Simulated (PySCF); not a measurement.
1-chloro-1,1-difluoroethane, C₂H₃ClF₂.
Atom-mapped SMILES: `[CH3:1][C:2]([F:3])([F:4])[Cl:5]` (hydrogens: H6, H7, H8 on C1)

The closed-shell ground state was solved at several levels (PySCF, density fitting, gas phase, non-relativistic). Geometry: PBE0-D3(BJ)/def2-TZVP; no solvent, vibrations or thermal averaging.

```csv
level,basis functions,total energy (Eh),HOMO (eV),LUMO (eV),gap (eV),dipole (D)
wB97X-D/pcSseg-2,229,-737.9714,-11.28,2.24,13.52,2.26
B97-2/pcSseg-2,229,-737.9996,-9.09,0.30,9.39,2.23
PBE0/aug-cc-pVTZ,303,-737.6112,-9.35,-0.10,9.25,2.20
wB97X-D/aug-cc-pVTZ,303,-737.9603,-11.26,0.84,12.10,2.20
PBE0/pcSseg-2,229,-737.6202,-9.36,0.37,9.73,2.24
CAM-B3LYP/aug-cc-pVTZ,303,-737.9731,-10.81,0.21,11.02,2.23
```

Problem. Estimate the row for KT3/pcSseg-2, a basis of 229 functions; the other rows only guide the guess.

Solution. Total energy -744.7209 Eh, HOMO -8.01 eV, LUMO -0.78 eV, gap 7.23 eV, dipole 2.16 D.

Problem. Over all these levels, which gives the widest orbital gap and which the narrowest?

Solution. wB97X-D/pcSseg-2 (range-separated hybrid) has the widest, 13.52 eV, and KT3/pcSseg-2 (GGA) the narrowest, 7.23 eV. The two share the basis. From the narrowest to the widest the HOMO moves by -3.27 eV and the LUMO by +3.02 eV.

Problem. In the pcSseg-2 basis, how does the gap go with the fixed share of exact exchange?

Solution. KT3 (0 %) 7.23 eV; B97-2 (21 %) 9.39 eV; PBE0 (25 %) 9.73 eV. Each rise in the share widens the gap here.

Problem. How far do the dipole and the HOMO energy spread over the levels?

Solution. The dipole runs from 2.16 to 2.26 D (mean 2.22 D) and the HOMO from -11.28 to -8.01 eV.

The pairwise dispersion term of wB97X-D wasn't added to the energies; at a given geometry it leaves orbitals and properties as they are.
